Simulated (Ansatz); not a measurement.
A made-up structure of C2H5, doublet:

```json
{"atom": "C1", "x (Å)": "-0.1012", "y (Å)": "-0.6883", "z (Å)": "0.0587"}
{"atom": "C2", "x (Å)": "0.0768", "y (Å)": "0.4876", "z (Å)": "-0.0857"}
{"atom": "H3", "x (Å)": "-1.1590", "y (Å)": "-0.9860", "z (Å)": "0.0656"}
{"atom": "H4", "x (Å)": "0.8083", "y (Å)": "-1.2543", "z (Å)": "0.3044"}
{"atom": "H5", "x (Å)": "1.1174", "y (Å)": "0.6026", "z (Å)": "-0.5422"}
{"atom": "H6", "x (Å)": "0.0224", "y (Å)": "0.9776", "z (Å)": "0.9608"}
{"atom": "H7", "x (Å)": "-0.7649", "y (Å)": "0.8609", "z (Å)": "-0.7615"}
```

It is relaxed with PBE-D4/def2-SVP and then PBE0-D4/def2-TZVP (Ansatz 0.2.0). Atoms count as bonded within 1.22 times the sum of their covalent radii (H–H: 0.88 Å). The end point is not checked to be a true minimum.

(1) Does its bonding change? (Judge from chemistry; the calculation decides.)

Results:

(1) Computed: No: no bond forms or breaks.

Where it ends: The first stage lowers the energy by 2.80 eV in 7 steps. It ends as C₂H₅ ([CH2][CH3]):
| atom | x (Å) | y (Å) | z (Å) |
| --- | --- | --- | --- |
| C1 | -0.1264 | -0.8472 | 0.0876 |
| C2 | 0.0947 | 0.6023 | -0.1032 |
| H3 | -1.1272 | -1.2587 | 0.1175 |
| H4 | 0.6948 | -1.5080 | 0.3344 |
| H5 | 1.0745 | 0.8107 | -0.5408 |
| H6 | 0.0577 | 1.1514 | 0.8506 |
| H7 | -0.6681 | 1.0495 | -0.7460 |

Labels in which every atom is bracketed show which atoms are joined, not bond orders.

For scale, one of the runs: PBE0-D4/def2-TZVP relaxation, 92 basis functions, launched by `ansatz run in.yaml --threads 2 --pin off --events-out ev --progress --plain --max-ram 4352MiB`. Hardware: 2 CPU threads of an Intel Xeon Platinum 8488C, shared host. Wall time about 6.5 s.
